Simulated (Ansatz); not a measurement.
Born–Oppenheimer molecular dynamics of C₂H₇Al (10 atoms, charge 0, multiplicity 1). It starts from a relaxed structure.

All numbers below come from RKS r2SCAN-D4/def2-SVP in Ansatz 0.2.0.

```yaml
ensemble: NVE (velocity Verlet)
time_step: 1 fs
steps_asked: 500
starting_velocities_drawn_for: 1500 K
seed: 728772
```

First frame:

```xyz
10
Properties=species:S:1:pos:R:3
Al 0.026 0.041 0.064
H -0.078 0.023 1.655
H 1.464 0.103 -0.623
C -1.617 -0.026 -1.010
H -2.145 -0.960 -0.725
H -2.291 0.770 -0.633
C -1.482 0.063 -2.535
H -2.458 0.001 -3.048
H -1.014 1.011 -2.849
H -0.853 -0.747 -2.939
```

Q: How far do the bonds stretch over the last three quarters of this one trajectory? (Pairs bonded in most of those frames.)

A: 
| bond | mean (Å) | spread (Å) | shortest | longest |
| --- | --- | --- | --- | --- |
| Al1–H2 | 1.600 | 0.038 | 1.53 | 1.67 |
| Al1–H3 | 1.613 | 0.085 | 1.48 | 1.74 |
| Al1–C4 | 1.969 | 0.054 | 1.83 | 2.08 |
| C4–H5 | 1.147 | 0.113 | 0.96 | 1.31 |
| C4–H6 | 1.113 | 0.039 | 1.03 | 1.20 |
| C4–C7 | 1.546 | 0.033 | 1.46 | 1.66 |
| C7–H8 | 1.118 | 0.060 | 0.99 | 1.26 |
| C7–H9 | 1.119 | 0.060 | 0.98 | 1.26 |
| C7–H10 | 1.111 | 0.039 | 1.02 | 1.20 |

Mean temperature of the second half: 737 K. The conserved energy wandered by up to 6.5 meV per atom (net 0.2 meV per atom), which is poor conservation. Over the second half the temperature averaged 0.49 of the 1500 K drawn at the start: a run that starts near a minimum puts about half its kinetic energy into the potential. A run of 0.5 ps of so small a system gives no equilibrium averages.

Run time: 5.1 min on 2 threads of AMD EPYC 9R45 96-Core Processor (Zen 5), with other jobs on the host, peak memory 0.16 GiB.
